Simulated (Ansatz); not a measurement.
Q: Name a neutral molecule of C, F, N and H with size of the dipole moment (ωB97M-V/def2-TZVPP) between 0.95 and 1.25 D and size of the dipole moment (B3LYP/def2-TZVPP) between 0.75 and 1.05 D (Ansatz, PBE0-D4/def2-TZVP geometry).

A: `CCC(N)F` (0.98 D, 1.00 D); `NC1(F)CC1` (0.96 D, 0.97 D). Other molecules can fit too; these were computed, each in one conformer that needn't be the lowest.

B3LYP here is the variant with VWN-RPA as its local correlation; programs differ in this.
